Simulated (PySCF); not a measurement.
B3LYP has the VWN-RPA correlation part, as in Gaussian. 

## C₃H₈O, SMILES `CCOC` (C–C–O–C torsion 73°) (charge 0, multiplicity 1)

Calculation: B3LYP-D3(BJ)/def2-TZVP (PySCF 2.14.0).

```
Item                                            Value
-------------  --------------------------------------
HOMO                                         -7.09 eV
dipole moment                                  1.28 D
HOMO–LUMO gap                                 8.10 eV
LUMO                                          1.00 eV
total energy                             -194.4364 Ha
cost           about 50 core-seconds (a rough figure)
```

```xyz
12

C     -1.3777    -0.2598     0.4364
C     -0.4918     0.7498    -0.2800
O      0.8316     0.8103     0.2274
C      1.6341    -0.2983    -0.1147
H     -1.3906    -0.0602     1.5091
H     -1.0383    -1.2848     0.2805
H     -2.4007    -0.1896     0.0604
H     -0.8945     1.7559    -0.1521
H     -0.4652     0.5358    -1.3581
H      2.6448    -0.0791     0.2268
H      1.2964    -1.2237     0.3656
H      1.6519    -0.4564    -1.2015
```
